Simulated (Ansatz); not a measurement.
Relative stability

Two relaxed structures of CH$_{2}$NS (charge -1), singlet (PBE0-D4/def2-TZVPD; forces vanish, vibrations not checked).

A:

N1  (-0.308, 0.375, -0.278)
C2  (-0.185, -0.905, 0.106)
S3  (1.203, -1.215, 1.027)
H4  (-1.098, 0.662, -0.830)
H5  (0.389, 1.084, -0.025)
(Å)

B:

| atom | x (Å) | y (Å) | z (Å) |
| --- | --- | --- | --- |
| N1 | -0.1351 | -0.8373 | 0.1200 |
| C2 | -0.2905 | 0.3659 | -0.2656 |
| S3 | 1.2102 | -1.2888 | 1.0495 |
| H4 | -1.1720 | 0.6160 | -0.8637 |
| H5 | 0.4211 | 1.1707 | -0.0261 |

Computed with Ansatz 0.2.0 (basis: def2-TZVPPD); correlated methods freeze the cores. B3LYP uses VWN-RPA correlation.

Problem. Which structure is lower at CCSD(T), and by how much? (Judge from chemistry; the value comes from the calculation.)

Solution. The calculation gives: B, by 37.0 kJ/mol (electronic energy, against the other). By their contacts, A is CH₂NS ([NH2][C][S]), total charge -1 and B is CH₂NS ([CH2][N][S]), total charge -1.

All methods give the same order:

```csv
method,E(B) − E(A) (kJ/mol)
PBE-D4,-36.3
r2SCAN-D4,-34.8
PBE0-D4,-32.6
B3LYP-D4,-39.1
wB97M-V,-29.4
HF,-23.9
MP2,-38.7
CCSD,-36.3
CCSD(T),-37.0
```

The T1 diagnostic stays at or below 0.023. The restricted Hartree–Fock reference is unstable towards an unrestricted one at one or more of these structures.

Labels in which every atom is bracketed show which atoms are joined, not bond orders.

For scale, one of the runs: CCSD(T)/def2-TZVPPD, 159 basis functions, launched by `ansatz run in.yaml --threads 2 --pin off --events-out ev --progress --plain --max-ram 4352MiB`. The run took 18 s on 2 CPU threads of an Arm Neoverse V2 (shared host), with 1.1 GiB of host memory at its peak.
